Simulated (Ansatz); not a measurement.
# C2H3ClF2 (1-chloro-1,1-difluoroethane) at CCSD/cc-pVDZ

Aim: the vertical singlet–triplet gap of C2H3ClF2 (1-chloro-1,1-difluoroethane) at CCSD/cc-pVDZ, from 2 runs. 

Program for the calculation: Ansatz 0.2.0.

55 further runs of the same task are left out: 1 that didn't finish, 54 set aside as unsound or not needed. Runs told in other sessions of the task aren't counted.

### Step 1. Starting point

C2H3ClF2: 8 atoms, total charge 0, spin state singlet. SMILES: `CC(F)(F)Cl`. The shape is that of a PBE0-D4/def2-TZVP optimisation.

Bond lengths: C1–C2 1.499 Å, C2–F3 1.343 Å, C2–F4 1.343 Å, C2–Cl5 1.781 Å, C1–H6 1.088 Å, C1–H7 1.091 Å, C1–H8 1.088 Å. Some angles: C1–C2–F3 111.0°, C1–C2–F4 111.0°, C1–C2–Cl5 112.0°, F3–C2–F4 106.8°, F3–C2–Cl5 107.9°, F4–C2–Cl5 107.9°, C2–C1–H6 109.7°, C2–C1–H7 108.3°, C2–C1–H8 109.7°, H6–C1–H7 109.7°.

### Step 2. The energy at CCSD/cc-pVDZ

The input, molecule.yaml:

```yaml
crystal:
  periodic: [false, false, false]
  atoms:
    - symbol: C
      position_ang: [-0.591960, -0.305640, 0.477310]
    - symbol: C
      position_ang: [0.524930, 0.179790, -0.395910]
    - symbol: F
      position_ang: [1.713900, 0.014330, 0.206290]
    - symbol: F
      position_ang: [0.571970, -0.511300, -1.546500]
    - symbol: Cl
      position_ang: [0.352900, 1.905700, -0.801400]
    - symbol: H
      position_ang: [-0.600880, 0.257090, 1.409000]
    - symbol: H
      position_ang: [-0.428120, -1.363800, 0.687730]
    - symbol: H
      position_ang: [-1.542750, -0.176190, -0.036530]
basis:
  gaussian:
    orbitals: cc-pVDZ
correlation:
  method: ccsd
  frozen_orbitals: {C: 1, Cl: 5, F: 1, H: 0}
accuracy: high
scf:
  omitted_lower_state_checks: [cluster_reference, increment]
```

The run is started by

```bash
$ ansatz run molecule.yaml --threads 1 --pin off --max-ram 3480MiB --events-out events.jsonl --progress --plain --runs-dir runs
```

Log, shortened:

```text
Warning: RAYON_NUM_THREADS=1 ignored (pool sized by the plan → 1); use --threads N
Functional definition: HF
  name "HF"
[...]
2086 factors; integrals over basis functions are off by at most 3.6e-9 eV
[...]
mean field -20024.34614020 eV, -735.8811476629 hartree, gradient 2.1e-8 eV, S^2 0.000000; 0 other end points of the search recorded, 0 dependent functions left out
9 core orbitals not correlated: weight in the atoms' cores, before any rotation towards them, 1.000 or more for the frozen orbitals, at most 0.000 for the correlated occupied ones
reference -20024.34614020 eV, -735.8811476629 hartree; 16, 16 occupied and 64, 64 virtual orbitals, 2086 factors
second order -21.36626223 eV of doubles, -0.00000000 eV of singles
cycle   1  -21.75843454 eV  change   -3.9e-1 eV  update   9.5e-2
[...]
cycle  20  -22.31641742 eV  change   -2.5e-9 eV  update   2.1e-9
Total energy: -20046.66255762 eV, -736.7012608765 hartree
Checks for a lower state left out: cluster_reference, increment
```

Wall time 23 s (1 thread of Arm Neoverse V1, shared host); peak memory 0.56 GiB.

### Step 3. The triplet, same level

The input, job.yaml:

```yaml
crystal:
  periodic: [false, false, false]
  atoms:
    - {symbol: C, position_ang: [-0.591960, -0.305640, 0.477310]}
    - {symbol: C, position_ang: [0.524930, 0.179790, -0.395910]}
    - {symbol: F, position_ang: [1.713900, 0.014330, 0.206290]}
    - {symbol: F, position_ang: [0.571970, -0.511300, -1.546500]}
    - {symbol: Cl, position_ang: [0.352900, 1.905700, -0.801400]}
    - {symbol: H, position_ang: [-0.600880, 0.257090, 1.409000]}
    - {symbol: H, position_ang: [-0.428120, -1.363800, 0.687730]}
    - {symbol: H, position_ang: [-1.542750, -0.176190, -0.036530]}
basis:
  gaussian: {orbitals: cc-pVDZ}
magnetization: {spin_polarized: true, initial_magnetization: 2}
correlation: {method: ccsd, frozen_orbitals: {C: 1, Cl: 5, F: 1, H: 0}}
accuracy: high
scf: {omitted_lower_state_checks: [cluster_reference, increment]}
```

The run is started by

```bash
$ ansatz run job.yaml --threads 1 --pin off --max-ram 3480MiB --events-out events.jsonl --progress --plain --runs-dir runs
```

Log, shortened:

```text
Warning: RAYON_NUM_THREADS=1 ignored (pool sized by the plan → 1); use --threads N
Functional definition: HF
  name "HF"
[...]
2086 factors; integrals over basis functions are off by at most 3.6e-9 eV
[...]
mean field -20017.20691265 eV, -735.6187858897 hartree, gradient 1.4e-8 eV, S^2 2.013935; 5 other end points of the search recorded, 0 dependent functions left out
9 core orbitals not correlated: weight in the atoms' cores, before any rotation towards them, 1.000 or more for the frozen orbitals, at most 0.000 for the correlated occupied ones
reference -20017.20691265 eV, -735.6187858897 hartree; 17, 15 occupied and 63, 65 virtual orbitals, 2086 factors
second order -20.59003027 eV of doubles, -0.00000000 eV of singles
cycle   1  -21.15683945 eV  change   -5.7e-1 eV  update   9.6e-2
[...]
cycle  38  -21.75167177 eV  change    1.1e-9 eV  update   2.1e-9
Total energy: -20038.95858442 eV, -736.4181450836 hartree
Checks for a lower state left out: cluster_reference, increment
```

Wall time 2.5 min (1 thread of Arm Neoverse V1, shared host); peak memory 1.1 GiB.

### Step 4. Summary of results

At CCSD/cc-pVDZ, 9 core orbitals frozen:

```
                                            quantity          value
                               singlet: total energy  -736.70126 Eh
singlet: correlation energy (9 core orbitals frozen)     -820.1 mEh
                              singlet: T1 diagnostic          0.010
                               triplet: total energy  -736.41815 Eh
triplet: correlation energy (9 core orbitals frozen)     -799.4 mEh
          triplet: ⟨S²⟩ of the reference determinant          2.014
                              triplet: T1 diagnostic          0.013
    vertical energy of the triplet above the singlet       7.704 eV
```

In words: At this shape the triplet lies 7.70 eV (178 kcal/mol) above the singlet.
